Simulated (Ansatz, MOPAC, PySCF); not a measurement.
Noncovalent pair: C2H2 (SMILES C#C) (first 4 atoms) with H2O (SMILES O); geometry from S66by8 set.
(charge 0, multiplicity 1):
```tsv
atom	x (Å)	y (Å)	z (Å)
C	-0.9252	0.0394	0.0309
H	0.1407	0.0091	0.0063
C	-2.1370	0.0732	0.0583
H	-3.1976	0.1035	0.0829
O	2.1474	-0.0680	-0.0539
H	2.7178	-0.6577	0.4432
H	2.7194	0.2830	-0.7392
```

Counterpoise-corrected where a basis set is named; no monomer relaxation. Rows marked so take none.

Frozen-core correlation. CBS: X⁻³ extrapolation of the correlation energy, Hartree–Fock from the larger set. Rows in 3-21G, 6-311+G**, 6-31G* carry no dispersion term and start afresh at each structure (6-31G* with six Cartesian d functions). MP2/6-31G* freezes PySCF's default core. The state that AM1, PM7 reach isn't checked; PM7 holds dispersion and hydrogen-bond terms.

The values were computed with Ansatz (Gaussian basis) for Hartree–Fock, density functionals and correlated methods; MOPAC for AM1, PM7 (differences of heats of formation); PySCF for 3-21G rows, 6-311+G** rows, 6-31G* rows, the dispersion terms. Each number belongs to the level named beside it.

Other levels give for the interaction energy: PBE/def2-TZVPPD -98.8; B3LYP/def2-TZVPPD -83.8; B3LYP-D3(BJ)/def2-TZVPPD -113.6; wB97M-V/def2-TZVPPD -109.4; CCSD(T)/CBS(aug-cc-pVDZ, aug-cc-pVTZ) -110.9 meV.

Common cheap choices:

```csv
level,interaction energy (meV),"less -109.3 (computed benchmark interaction energy, Řezáč et al., J. Chem. Theory Comput. 7, 2427 (2011), S66x8)"
AM1,-53.9,55.4
PM7,-44.2,65.1
HF/6-31G*,-95.8,13.5
B3LYP/3-21G (no counterpoise),-444.0,-334.7
B3LYP/6-31G*,-128.6,-19.3
B3LYP/6-311+G** (no counterpoise),-133.2,-23.9
MP2/6-31G*,-110.6,-1.4
MP2/6-31G* (no counterpoise),-168.2,-58.9
```

Ansatz is a quantum-chemistry and plane-wave program.
